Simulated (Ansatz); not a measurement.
Complex (SMILES): F (HF) with F (HF), atoms 1 to 2 the first; geometry from A24 set, monomers rigid:
```xyz
4

H      0.0000     0.8027     1.6953
F      0.0000    -0.0460     1.3403
H      0.0000    -0.1204    -0.4908
F      0.0000     0.0098    -1.4042
```

Interaction energy at HF with Ansatz (an electronic-structure program), kcal/mol, without and with the counterpoise correction (monomers among the partner's ghost functions). Cartesian d functions, on some or all atoms, in 6-31+G*; all else is spherical. No added dispersion term, no relativity. Reference, counterpoise-corrected: the value in aug-cc-pV5Z, -3.82.

```tsv
basis	functions	uncorrected
def2-SVP	38	-5.96
6-31+G*	42	-4.73
6-311++G(2d,2p)	74	-4.19
def2-TZVPP	90	-4.03
6-311++G(3df,3pd)	114	-4.26
aug-cc-pVTZ	138	-3.86
def2-QZVPP	174	-3.89
def2-QZVPPD	198	-3.82
```

Question: How large is the counterpoise correction in each set?

Answer: def2-SVP 1.64, 6-31+G* 0.63, 6-311++G(2d,2p) 0.45, def2-TZVPP 0.20, 6-311++G(3df,3pd) 0.48, aug-cc-pVTZ 0.12, def2-QZVPP 0.07, def2-QZVPPD 0.01 kcal/mol. The corrected value lies nearer the reference in 6 of 8 rows.
